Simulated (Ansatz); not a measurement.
Basis-set extrapolation for H$_{4}$N$_{2}$Si, SMILES `N[Si]N` (PBE0-D4/def2-TZVP geometry, frozen core, Ansatz). Multiplicity 1, RHF reference.

```
                      def2-TZVPP   def2-QZVPP
                 HF  -400.258345  -400.273271
    MP2 correlation    -0.534276    -0.573626
CCSD(T) correlation    -0.582366    -0.617811
```

Energies in hartree. Use E(X) = E(∞) + A·exp(−7.88·√X) for Hartree–Fock and E(X) = E(∞) + B·X^(−2.97) for correlation, with X = 3 and 4.

**Question.** What is the CCSD(T) energy at the basis-set limit?

**Answer.** HF limit: -400.273271 + (-0.014926) × 0.13774 = -400.27533. Correlation limit: -0.617811 + (-0.035445) × 0.74074 = -0.64407. Total: -400.91940 hartree, 49.4 kcal/mol below CCSD(T)/def2-TZVPP.
